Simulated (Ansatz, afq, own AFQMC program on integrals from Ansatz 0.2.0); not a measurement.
Two steps: Ansatz 0.2.0 writes the Fock matrix and Cholesky factors of the valence space, and afq projects on them the lowest state that overlaps trial and start.

```yaml
crystal:
  periodic: [false, false, false]
  atoms:
    - {symbol: B, position_ang: [0.000000, -0.108748, 0.920376]}
    - {symbol: Al, position_ang: [0.000000, 0.000180, -3.017117]}
    - {symbol: H, position_ang: [0.000000, 0.108567, 2.096741]}
basis:
  gaussian: {orbitals: 6-31G}
magnetization: {spin_polarized: false, initial_magnetization: 1}
correlation: {method: ccsd_t, electrons: outside_noble_gas, hamiltonian_folder: ham}
```

```sh
$ ansatz run in.yaml --threads 1 --pin off --events-out ev --progress --plain --max-ram 24576MiB --backend cuda --devices 0, --max-vram 18GiB
```

afq runs on the folder ham with

```
--method phaseless --trial cisd --walkers 4000 --populations 20 --least-time 60 --time-step 0.005 --steps-per-block 50 --equilibration-blocks 40 --max-blocks 4000 --target-error 0.00032 --factor-cut 1e-05 --start spin_pure --seed 7430 --release-times 0.24,0.51,0.99,1.62,2.4 --release-step 0.03 --release-every 3 --taylor-order 6
```

Times are imaginary, in 1/Eh. The walk had a cap of 122 s. With eight or more populations the least sampling time is a fifth of least-time, and the error comes from their spread.

Output of the walk:

```
orbitals 18  electrons 4 3  factors 94 of 296
reference energy -266.96876133 Eh
CCSD correlation -0.09022930 Eh in 22 cycles, weight of the determinant in the CISD state 0.8783
energy of the start -267.058990 Eh
 block  time / (1/Eh)  mean weight  energy / Eh
     1     0.250  0.9999  -267.058204
     2     0.500  1.0001  -267.057971
     3     0.750  1.0001  -267.058005
     4     1.000  0.9999  -267.058152
     5     1.250  0.9999  -267.058339
    10     2.500  0.9999  -267.059103
    15     3.750  0.9999  -267.059434
    19     4.750  0.9999  -267.059876
    29     7.250  0.9999  -267.060162
    39     9.750  1.0001  -267.060300
    49    12.250  1.0000  -267.059966
    59    14.750  0.9999  -267.060115
    65    16.250  1.0000  -267.061269
    69    17.250  0.9998  -267.060395
    79    19.750  1.0000  -267.059961
    89    22.250  0.9997  -267.059927
error from the spread of 20 populations
released: time / (1/Eh)  energy / Eh  error  mean overlap
  0.24  -267.060149  0.000049  0.9985
  0.51  -267.060257  0.000062  0.9982
  0.99  -267.060375  0.000069  0.9962
  1.62  -267.060338  0.000078  0.9945
  2.40  -267.060371  0.000067  0.9937
energy -267.060173 +/- 0.000069 Eh
(rows thinned)
```

The run passed its tests (sampling time, drift between the halves within three errors, error under three times the target), which doesn't prove that it has relaxed.

Against this walk (error 1.9 meV) on the same determinant: CCSD(T) 3.6 meV higher (within the noise), CCSDT(Q) 11.9 meV lower, CCSDTQ 12.5 meV lower, full CI 12.6 meV lower. The error is statistical and leaves out the bias of the constraint. Released to 2.40 1/Eh the energy lies 5 ± 3 meV (both errors) below the phaseless value, which shows part or all of the bias of the constraint, and full CI lies 7.2 meV below the released value. Full CI is exact here, so the walk's 13 meV above it is the walk's own error: the bias of the constraint with this trial.

Cautions: constraint bias not in the error.

The walk took 32 s on 1 × NVIDIA H100 80GB HBM3 with 2 threads of AMD EPYC 7R13 Processor (Zen 3) (shared host) (the card was shared). The log's last line is the phaseless energy.

CCSDT and higher add their correlation energy to the determinant of the CCSD(T) run, since their own runs factorise the integrals more tightly (a shift of under 2 meV). A walk keeps the symmetry of its determinant, which the program's search chose and which needn't be the lowest solution, so a lower state of the same spin and another symmetry isn't excluded.
